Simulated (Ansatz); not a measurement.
# Which is lower?

Two relaxed structures of CHLiN, doublet (PBE0-D4/def2-TZVP; forces vanish, vibrations not checked).

A:

```
4
angstrom
Li -2.1767 0.4683 -0.3787
N 0.7517 -0.1183 0.4623
C -0.3985 0.1123 0.1336
H 1.4712 -0.3792 -0.2233
```

B:

```
4
angstrom
Li -1.7175 0.6877 -0.1164
N -0.1081 0.0358 0.1705
C 0.9632 -0.3955 0.3625
H -3.9861 1.6155 -0.5140
```

Computed with Ansatz 0.2.0 (basis: def2-TZVPP); correlated methods freeze the cores; orbitals are unrestricted. The outer core shell of Li, Na, Mg and K is correlated. B3LYP uses VWN-RPA correlation.

(1) Which structure is lower at CCSD(T), and by how much? (An estimate is asked for; the value comes from the calculation.)

(2) Do the other methods give the same order? (Judge from chemistry; the calculation decides.)

The T1 diagnostic stays at or below 0.024. ⟨S²⟩ of the unrestricted Hartree–Fock references: 0.75 to 0.77 (a pure state has 0.75).

## Answers

(1) Computed: A, by 0.316 eV (electronic energy, against the other). By their contacts, A is CHLiN ([Li][C][NH]) and B is a complex of CLiN + H.

(2) By the calculation: Not all: HF gives the other order.

```
   method  E(B) − E(A) (eV)
   PBE-D4             0.790
r2SCAN-D4             0.726
  PBE0-D4             0.654
 B3LYP-D4             0.626
  wB97M-V             0.423
       HF            -0.162
      MP2             0.109
     CCSD             0.321
  CCSD(T)             0.316
```

Labels in which every atom is bracketed show which atoms are joined, not bond orders.

For scale, one of the runs: CCSD(T)/def2-TZVPP, 95 basis functions, launched by `ansatz run in.yaml --threads 2 --pin off --events-out ev --progress --plain --max-ram 4352MiB`. The run took about 5.5 s on 2 CPU threads of an AMD EPYC 7B13 (shared host).
